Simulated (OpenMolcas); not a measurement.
**triplet AlH2F: levels of theory compared**

Wanted: a comparison of 6 runs (UHF/STO-3G, U-r2SCAN/STO-3G, UM06-2X/STO-3G, UPBE/STO-3G, ROMP2/STO-3G, ROCCSD(T)/STO-3G) of triplet AlH2F. 

Program for the calculation: OpenMolcas 26.06.

### Step 1. The system as given

AlH2F: 4 atoms, total charge 0, spin state triplet. SMILES of the parent species: `[F][AlH2]`. The shape comes from GFN2-xTB, which is rough for such elements, and wasn't checked as a minimum. That shape belongs to the parent species and isn't relaxed for this state.

Bond lengths: F1–Al2 1.641 Å, Al2–H3 1.528 Å, Al2–H4 1.528 Å. Angles: F1–Al2–H3 119.2°, F1–Al2–H4 119.2°, H3–Al2–H4 121.7°.

### Step 2. The energy at UHF/STO-3G (run 1)

The input, test.inp:

```
>>> EXPORT MOLCAS_PRINT=2

&gateway
 baslib
 $CurrDir
 coord
 4
 angstrom
 F       -0.346380      -0.014980       1.565240
 Al       0.008310       0.000330      -0.037310
 H       -0.387000      -1.197700      -0.898540
 H        0.725070       1.212360      -0.629380
 basis
 STO-3G
 group
 NoSym

&seward

&scf
 uhf
 spin
 3
 thresholds
 1e-10 1e-07 1e-07 1e-05
 prorbitals
 1 1
```

The basis set STO-3G is read from a file made from the Basis Set Exchange's data (not shown).

Run with:

```bash
$ export MOLCAS_MEM=1860
$ pymolcas test.inp > test.log
```

The program printed:

```text
--- Start Module: gateway ---
[...]
--- Stop Module: gateway /rc=_RC_ALL_IS_WELL_ ---
--- Start Module: seward ---
[...]
      Basis functions           16
--- Stop Module: seward /rc=_RC_ALL_IS_WELL_ ---
--- Start Module: scf ---
[...]
       Convergence after  43 Iterations
[...]
::    Total SCF energy                               -337.9461020624
[...]
      Total spin, S                                     1.0056331179
[...]
      Total electronic charge=   24.000000
      Total            charge=   -0.000000
[...]
      Dipole Moment (debye):
      Origin of the operator (angstrom)=   -0.1253   -0.0054    0.5665
                   X= -8.8790E-01               Y= -3.7926E-02               Z=  4.0078E+00           Total=  4.1051E+00
      Quadrupole Moment (debye*angstrom):
[...]
--- Stop Module: scf /rc=_RC_ALL_IS_WELL_ ---
[...]
```

Run time: 2.3 s. Hardware: 1 thread of Arm Neoverse V1, shared host; peak memory 0.37 GiB.

### Step 3. The energy at U-r2SCAN/STO-3G (run 2)

The input, test.inp:

```
* AlFH2 Kohn-Sham DFT
>>> EXPORT MOLCAS_PRINT=2

&GATEWAY
 BasLib=$CurrDir
 Coord
 4
 angstrom
 F       -0.346380      -0.014980       1.565240
 Al       0.008310       0.000330      -0.037310
 H       -0.387000      -1.197700      -0.898540
 H        0.725070       1.212360      -0.629380
 Basis=STO-3G
 Group=NoSym

&SEWARD
 GridInput
 Grid=UltraFine
 End of Grid

&SCF
 UHF
 Spin=3
 KSDFT=2
 1.0 MGGA_X_R2SCAN
 1.0 MGGA_C_R2SCAN
 Thresholds=1e-10 1e-07 1e-07 1e-05
 PrOrbitals=1 1
```

The basis set STO-3G is read from a file made from the Basis Set Exchange's data (not shown).

Run with:

```bash
$ export MOLCAS_MEM=1860
$ pymolcas test.inp > test.log
```

The program printed:

```text
--- Start Module: gateway ---
[...]
--- Stop Module: gateway /rc=_RC_ALL_IS_WELL_ ---
--- Start Module: seward ---
[...]
      Basis functions           16
--- Stop Module: seward /rc=_RC_ALL_IS_WELL_ ---
--- Start Module: scf ---
[...]
       Convergence after  20 Iterations
[...]
::    Total KS-DFT energy                            -338.7918019829
[...]
      Total spin, S                                     1.0004832853
[...]
      Total electronic charge=   24.000000
      Total            charge=   -0.000000
[...]
      Dipole Moment (debye):
      Origin of the operator (angstrom)=   -0.1253   -0.0054    0.5665
                   X= -1.1998E-01               Y= -4.8742E-03               Z=  5.3955E-01           Total=  5.5275E-01
      Quadrupole Moment (debye*angstrom):
[...]
--- Stop Module: scf /rc=_RC_ALL_IS_WELL_ ---
[...]
```

Run time: 9.6 s. Hardware: 1 thread of Arm Neoverse V1, shared host; peak memory 0.37 GiB.

Runs 3 to 5 aren't shown in full; the table further down has their settings and results.

### Step 4. The energy at ROCCSD(T)/STO-3G (run 6)

The input, test.input:

```
&GATEWAY
 BasLib=$CurrDir
 Coord
 4
 angstrom
 F       -0.346380      -0.014980       1.565240
 Al       0.008310       0.000330      -0.037310
 H       -0.387000      -1.197700      -0.898540
 H        0.725070       1.212360      -0.629380
 Basis=STO-3G
 Group=NoSym

&SEWARD

&SCF
 UHF
 Spin=3
 Thresholds=1e-10 1e-07 1e-07 1e-05
 PrOrbitals=1 1

&RASSCF
 FileOrb=$Project.UnaOrb
 Spin=3
 Nactel=2 0 0
 Inactive=11
 Ras2=2
 OutOrbitals=Canonical
 OrbListing=Nothing

&MOTRA
 JobIph
 Frozen=6

&CCSDT
 CCT
 Triples=3
 Iterations=80
 Accuracy=1e-08
 Extrapolation=5 4
```

The basis set STO-3G is read from a file made from the Basis Set Exchange's data (not shown).

Run with:

```bash
$ export MOLCAS_MEM=1860
$ pymolcas test.input > test.log
```

The program printed:

```text
--- Start Module: gateway ---
[...]
--- Stop Module: gateway /rc=_RC_ALL_IS_WELL_ ---
[...]
      Basis functions           16
[...]
       Convergence after  43 Iterations
[...]
::    Total SCF energy                               -337.9461020624
[...]
      Total spin, S                                     1.0056331179
[...]
      Number of active orbitals                  2
[...]
      Spin quantum number                      1.0
[...]
      Active orbitals                            2
[...]
      Number of CSFs                             1
[...]
      Number of root(s) required                 1
[...]
      Convergence after 10 iterations
[...]
      printout of CI-coefficients larger than  0.05 for root  1
      energy=    -337.943115
      conf/sym  11     Coeff  Weight
             1  uu   1.00000 1.00000
      Natural orbitals and occupation numbers for root  1
      sym 1:   1.000000   1.000000
      ************************************************************************************************************************
      *                                                    Final results                                                     *
[...]
::    RASSCF root number  1 Total energy:   -337.94311494
[...]
      Total electronic charge=   24.000000
      Total            charge=   -0.000000
[...]
      Dipole Moment (debye):
      Origin of the operator (angstrom)=   -0.1253   -0.0054    0.5665
                   X= -8.7536E-01               Y= -3.7233E-02               Z=  3.9498E+00           Total=  4.0458E+00
      Quadrupole Moment (debye*angstrom):
[...]
--- Start Module: motra ---
[...]
      *** WARNING: Default frozen orbitals is overwritten by user input.
      *** Default values:   3
[...]
--- Stop Module: motra /rc=_RC_ALL_IS_WELL_ ---
--- Start Module: ccsdt ---
[...]
      Convergence after                    23  Iterations
      Total energy (diff) :    -338.00185897       0.00000000
[...]
 METHOD                       : CCSD+T(CCSD)+<T3(1)WT1>+<T3(1)UT2> = CCSD(T)
[...]
       CCSD     =      -338.0018589703312
[...]
--- Stop Module: ccsdt /rc=_RC_ALL_IS_WELL_ ---
[...]
```

Wall time 3.3 s (1 thread of Arm Neoverse V1, shared host); peak memory 0.37 GiB.

### Step 5. All runs side by side

```
run             level  integration grid  frozen core orbitals  energy (Eh)  dipole moment (D)   ⟨S²⟩  wall time
  1        UHF/STO-3G                 –                     –  -337.946102               4.11  2.017      2.3 s
  2   U-r2SCAN/STO-3G         UltraFine                     –  -338.791802               0.55  2.001      9.6 s
  3    UM06-2X/STO-3G         UltraFine                     –  -338.832302               0.72  2.002      9.3 s
  4       UPBE/STO-3G         UltraFine                     –  -338.599555               0.57  2.001      6.6 s
  5      ROMP2/STO-3G                 –                     6  -337.978134                  –      –      3.3 s
  6  ROCCSD(T)/STO-3G                 –                     6  -338.003373                  –      –      3.3 s
```

### Step 6. Results

```
             quantity          value
  run 6: total energy  -338.00337 Eh
run 6: (T) correction      -1.51 mEh
```

**Reading.** Over runs 1, 2, 3, 4 the dipole moment (its size) runs from 0.55 D (U-r2SCAN/STO-3G) to 4.11 D (UHF/STO-3G). Totals of different functionals can't be ranked against each other. In runs 1, 2, 3, 4, 5, 6 the basis is minimal, so the values are rough. All runs together took 34 s, the longest 9.6 s.
